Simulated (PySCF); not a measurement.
# Stretching LiC

Set-up: PySCF, no relativity, basis sets Li def2-TZVP, C def2-TZVP. Energies in eV from Li + C in their ground configurations at the same level. All curves are PBE0. state 1: ⁴Σ⁻ (quartet), unpaired electrons σ ↑, π ↑↑; state 2: Ms = 0.5 determinant of mixed spin (⟨S²⟩ near 1.8), unpaired electrons σ ↑, π ↑↓, a mixture of terms (⟨Lz²⟩ = 2.0), a second solution, started from another occupation; state 3: Ms = 0.5 determinant of mixed spin (⟨S²⟩ near 1.8), unpaired electrons σ ↓, π ↑↑, a second solution, started from another occupation; state 4: ²Π (doublet), unpaired electrons π ↑, a second solution, started from another occupation.

```
R (Å)  state 1  state 2  state 3  state 4
1.614   -2.246   -1.509   -1.441   -0.032
1.689   -2.462   -1.728   -1.665   -0.437
1.764   -2.585   -1.854   -1.796   -0.720
1.821   -2.629   -1.901   -1.848   -0.869
1.877   -2.642   -1.917   -1.868   -0.976
1.933   -2.629   -1.907   -1.863   -1.049
2.008   -2.581   -1.864   -1.828   -1.102
2.102   -2.486   -1.775   -1.749   -1.117
2.215   -2.339   -1.636   -1.623   -1.082
2.365   -2.113   -1.421   -1.430   -0.983
```

**Question.** Put a parabola through the three lowest points of the state 1 curve and estimate Re, k and ωe (reduced mass 4.427 u; 1 eV/Å² = 0.16022 mdyn/Å; ωe = 1302.8·√(k/μ) cm⁻¹).

**Answer.** Through R = 1.821, 1.877, 1.933 Å the second-order coefficient is 4.15 eV/Å², so Re ≈ 1.877 Å, k ≈ 1.33 mdyn/Å and ωe ≈ 714 cm⁻¹. A polynomial fit of higher order to the unrounded PBE0 energies gives Re = 1.875 Å, k = 1.29 mdyn/Å, ωe = 703 cm⁻¹; anharmonicity and rounding make the difference.

The higher-order fit for each curve: state 1: Re = 1.875 Å, ωe = 703 cm⁻¹, De = 2.64 eV; state 2: Re = 1.882 Å, ωe = 690 cm⁻¹, minimum 1.92 eV below the ground-state fragments; state 3: Re = 1.893 Å, ωe = 669 cm⁻¹, minimum 1.87 eV below the ground-state fragments; state 4: Re = 2.084 Å, ωe = 552 cm⁻¹, minimum 1.12 eV below the ground-state fragments.

The state is the lowest determinant that a PBE0 search found; another state may lie lower at other levels.
